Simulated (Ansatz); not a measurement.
This geometry of BClH2 + FH (6 atoms, charge 0, multiplicity 1) is a first-order saddle point.

Method: Ansatz 0.2.0, RKS BHLYP-D4/6-31G*.

```xyz
6
Properties=species:S:1:pos:R:3
B 0.012 -0.221 0.005
Cl 0.001 0.207 2.021
H 1.043 0.141 -0.430
H -1.044 0.072 -0.425
F 0.061 -1.686 0.409
H 0.047 -1.242 1.501
```

Q: Which two structures does it join? (They come from a converged band through this point; their orientation in space is the band's.)

A: Bonds broken: B1–Cl2, F5–H6. Bonds formed: B1–F5, Cl2–H6. BClH2 + FH becomes BFH2 + ClH.

First end point:

```xyz
6
Properties=species:S:1:pos:R:3
B -0.001 0.168 0.124
Cl -0.015 0.668 1.835
H 1.039 0.183 -0.430
H -1.043 0.113 -0.425
F 0.070 -1.935 0.524
H 0.070 -1.927 1.453
```

Last end point:

```xyz
6
Properties=species:S:1:pos:R:3
B 0.011 -0.217 -0.796
Cl 0.034 -0.832 3.672
H 1.050 0.079 -1.283
H -1.050 0.015 -1.270
F 0.037 -0.857 0.361
H 0.037 -0.917 2.397
```

Q: How far does it lie above each of them?

A: 0.60 eV above the first and 1.23 eV above the second. This is the barrier of this one path; another mechanism may lie lower. The orbitals stay closed-shell, which can raise the energy where a bond breaks towards radicals; this wasn't checked here.

The run took 2.7 min on 1 thread of Arm Neoverse V1, on a shared host, peak memory 0.1 GiB.
